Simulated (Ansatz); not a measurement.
We consider bcc Mo, described by PBE-D4 in Ansatz (plane waves, PAW).

Numerical settings: plane-wave cutoff 520 eV, 24×24×24 k mesh, Fermi–Dirac smearing 0.05 eV, no spin polarisation, scalar-relativistic PAW data made under PBE.

Computed at the level's own relaxed cell.

Task: Predict the volume per atom, bulk modulus B0, lattice constant a and pressure derivative B′ of the bulk modulus.

Result: 
volume per atom: 15.44 Å³/atom
bulk modulus B0: 273 GPa
lattice constant a: 3.137 Å
pressure derivative B′ of the bulk modulus: 4.3

The run finds no gap.

Measured, for comparison: equilibrium volume per atom 15.49 Å³/atom, lattice constant a 3.141 Å (static lattice: zero-point anharmonic expansion removed; as tabulated in Mejia-Rodriguez and Trickey (2018), arXiv:1807.09216); bulk modulus 265 GPa (zero-point energy and finite temperature contributions removed, our sources range from 265 to 278; as tabulated in doi:10.1021/acs.jctc.3c00612). Computed (rounded) less measured: equilibrium volume per atom -0.3 %, bulk modulus +3 % (inside the range of the sources held), lattice constant a -0.1 %.

Computed values are for the static lattice.

Ansatz is a program for electronic structure.
